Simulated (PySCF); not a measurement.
**Bond curve of AlN⁻**

Set-up: PySCF, no relativity, basis sets Al aug-pcseg-1, N aug-pcseg-1. Energies in eV from Al⁻ + N in their ground configurations at the same level. All curves are PBE0. state 1: ²Π (doublet), unpaired electrons π ↑; state 2: ²Σ⁺ (doublet), unpaired electrons σ ↑, a second solution, started from another occupation.

```
R (Å)  state 1  state 2
1.545   -2.730   -3.172
1.617   -3.321   -3.562
1.689   -3.644   -3.718
1.743   -3.755   -3.725
1.797   -3.784   -3.663
1.851   -3.749   -3.551
1.923   -3.630   -3.350
2.013   -3.409   -3.053
2.120   -3.094   -2.679
2.264   -2.673   -2.208
```

Task: Put a parabola through the three lowest points of the state 1 curve and estimate Re, k and ωe (reduced mass 9.219 u; 1 eV/Å² = 0.16022 mdyn/Å; ωe = 1302.8·√(k/μ) cm⁻¹).

Result: Through R = 1.743, 1.797, 1.851 Å the second-order coefficient is 11.0 eV/Å², so Re ≈ 1.794 Å, k ≈ 3.52 mdyn/Å and ωe ≈ 805 cm⁻¹. A polynomial fit of higher order to the unrounded PBE0 energies gives Re = 1.792 Å, k = 3.59 mdyn/Å, ωe = 813 cm⁻¹; anharmonicity and rounding make the difference.

The higher-order fit for each curve: state 1: Re = 1.792 Å, ωe = 813 cm⁻¹, De = 3.78 eV; state 2: Re = 1.720 Å, ωe = 887 cm⁻¹, minimum 3.73 eV below the ground-state fragments.

⟨S²⟩ of the unrestricted solution departs from its pure value on part of the curve, where spin states mix. For an ion De counts to the pair picked by the measured ionisation energies or electron affinities, which need not be the lowest pair at this level. The state was picked by a PBE0 search and need not be the measured ground state.
